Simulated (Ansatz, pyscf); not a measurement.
silane (SiH₄) + F–SiH: [singlet] -> F–SiH₂–SiH₃, an insertion on the singlet surface: H–Si broken, Si–Si, H–Si formed. Single points on ωB97X-D3(BJ)/def2-SVP structures (PySCF, gas phase). Wave-function energies: Ansatz (an electronic-structure program), frozen core, RHF or UHF references. In kJ/mol, from the separated reactants.

Cost: rough CPU time of the saddle's run relative to CCSD(T)/cc-pV(D+d)Z, from one job on a shared machine, with the HF step and its search for lower states.

```
level                  barrier  reaction energy  cost
---------------------  -------  ---------------  ----
PBE0-D3(BJ)/def2-TZVP   -17.64          -211.41     –
PBE/def2-TZVP           -17.85          -194.49     –
CCSD(T)/cc-pV(D+d)Z      37.98          -172.27     1
CCSDT(Q)/cc-pV(D+d)Z     36.78          -172.21   200
CCSD(T)/cc-pV(T+d)Z      19.67          -185.96    10
CCSD(T)/cc-pV(Q+d)Z      13.53          -192.36     –
```

In cc-pV(D+d)Z, going from CCSD(T) to CCSDT(Q) shifts the barrier by -1.19 and the reaction energy by +0.05 kJ/mol. With HF in the quadruple-zeta basis and the correlation energy extrapolated as X⁻³ from X = 3, 4, CCSD(T) gives 9.08 and -196.95; adding the double-zeta shift gives ΔE‡ = 7.89 and ΔE = -196.90 kJ/mol, without core correlation, relativity or geometry relaxation at these levels. On the reactant side the descent ends in a complex, 27.12 kJ/mol under the separated species and 21.09 kJ/mol under the saddle at ωB97X-D3(BJ)/def2-TZVP. At PBE0-D3(BJ), PBE the saddle lies under the separated reactants, which points to a path from their complex (located at ωB97X-D3(BJ) alone). At ωB97X-D3(BJ)/def2-TZVP the barrier from the zero used here is -6.03 kJ/mol. This is the saddle that the search found; another between the same sides may lie lower.
